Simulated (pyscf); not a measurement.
Thermochemistry of product channels of H₃Si–SiH₃ + F• on the doublet surface, in kcal/mol, from ωB97M-D3(BJ)/def2-TZVP energies (ideal gas, 1 atm, RRHO with modes under 100 cm⁻¹ raised to 100, one conformer, R ln 2 for rigid chiral ones). PySCF, gas phase, ωB97X-D3(BJ)/def2-SVP geometries.

| products | ΔE | ΔH(298 K) | ΔG(600 K) | ΔG(900 K) |
|---|---|---|---|---|
| :HSi–SiH₃ [singlet] + HF + H• | +29.9 | +26.1 | +4.6 | -6.5 |
| F–SiH₂–SiH₃ + H• | -53.1 | -55.5 | -55.8 | -56.2 |
| F–SiH₃ + SiH₃• | -72.2 | -72.5 | -76.6 | -77.9 |
| F–SiH•–SiH₃ + H₂ | -66.1 | -67.6 | -70.7 | -72.5 |
| •H₂Si–SiH₃ + HF | -43.5 | -43.0 | -48.9 | -51.7 |

The channel to :HSi–SiH₃ [singlet] + HF + H• turns favourable between 298 and 1200 K (ΔG from +15.6 kcal/mol to -17.5 kcal/mol).

These are energies of the channels, which say nothing of barriers. Left out: orbital degeneracy and the spin-orbit lowering of F.
